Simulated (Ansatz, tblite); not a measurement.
# SeOF2: charged states by level of theory

An exercise on one series of results from a longer session: the logs are not shown, and one member is left open.

The runs use Ansatz 0.2.0, Gaussian basis; as each input shows.

Levels to be run: charge +1 doublet, at the geometry of the singlet (PBE0-D4/def2-TZVP, PBE-D4/def2-TZVP, r2SCAN-D4/def2-TZVP, CCSD(T)/def2-TZVPP); the starting singlet's energies come from earlier runs.

### The structure

The singlet was relaxed beforehand with PBE-D4/def2-TZVP.

4 atoms, charge 0, spin multiplicity 1.

Atoms are counted from 1 here; the program's logs count them from 0.

Bond lengths: Se1–O2 1.601 Å, Se1–F3 1.777 Å, Se1–F4 1.777 Å. Angles: O2–Se1–F3 104.8°, O2–Se1–F4 104.8°, F3–Se1–F4 93.1°.

The first run:

File in.yaml:

```yaml
crystal:
  periodic: [false, false, false]
  atoms:
    - {symbol: Se, position_ang: [0.078223, 0.003067, 0.588285]}
    - {symbol: O, position_ang: [1.534083, -0.031820, -0.075991]}
    - {symbol: F, position_ang: [-0.779900, 1.303881, -0.266367]}
    - {symbol: F, position_ang: [-0.832396, -1.275129, -0.245927]}
basis:
  gaussian: {orbitals: def2-SVP}
total_charge: 1
magnetization: {spin_polarized: true, initial_magnetization: 1}
hamiltonian: {xc: pbe0, dispersion: d4}
output: {orbitals: {seedname: orbitals}}
```

Started as:

```bash
ansatz run in.yaml --threads 4 --pin off --events-out ev --progress --plain --max-ram 3916MiB
```

Among the steps run: Charge +1 doublet at the fixed geometry, first pass, PBE0-D4/def2-SVP; Charge +1 doublet at the fixed geometry, PBE0-D4/def2-TZVP; Charge +1 doublet at the fixed geometry, PBE-D4/def2-TZVP; Charge +1 doublet at the fixed geometry, r2SCAN-D4/def2-TZVP; Charge +1 doublet at the fixed geometry, CCSD(T)/def2-TZVPP.

One table of the session follows, with a row left open; its other results are not shown here.

It belongs to the step «Vertical ionisation energy». 

```
             method  vertical ionisation energy (eV)
      HF/def2-TZVPP                            10.77
   PBE-D4/def2-TZVP                            12.08
r2SCAN-D4/def2-TZVP                            12.14
  PBE0-D4/def2-TZVP                            12.19
     MP2/def2-TZVPP                            12.83
    CCSD/def2-TZVPP                            12.16
 CCSD(T)/def2-TZVPP                                ?
```

**Question.** Estimate the row for CCSD(T)/def2-TZVPP.

The run gave: vertical ionisation energy (eV): 12.26. In the column «vertical ionisation energy (eV)» it lies between PBE0-D4/def2-TZVP (12.19) and MP2/def2-TZVPP (12.83).
